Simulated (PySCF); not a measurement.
System: 3C-SiC. Method: MP2 (PySCF, GTH pseudopotentials, Gaussian basis).

The cell has the measured lattice parameters. Conventional cell: a = 4.3580 Å, b = 4.3580 Å, c = 4.3580 Å, α = 90.00°, β = 90.00°, γ = 90.00°.

The correlation energy at a fixed k mesh 2×2×2:

| basis | value (eV/atom) |
|---|---|
| DZ | -2.7650 |
| TZ | -3.4588 |
| QZ | -3.7085 |

Q: Taking the value to converge with the cardinal number X as X^(−3), extrapolate from the last two rows.

A: With y = y∞ + c/w and weights w = 27 and 64 for the last two rows, y∞ = (w2 y2 − w1 y1)/(w2 − w1) = (64 × -3.7085 − 27 × -3.4588)/37 = -3.8907 eV/atom, which lies 0.1822 beyond the last row. Successive pairs of rows give -3.7509, -3.8907. The limit also hangs on the law assumed, so its last digits aren't firm.

The other settings are not extrapolated, so this is the limit in one setting alone.
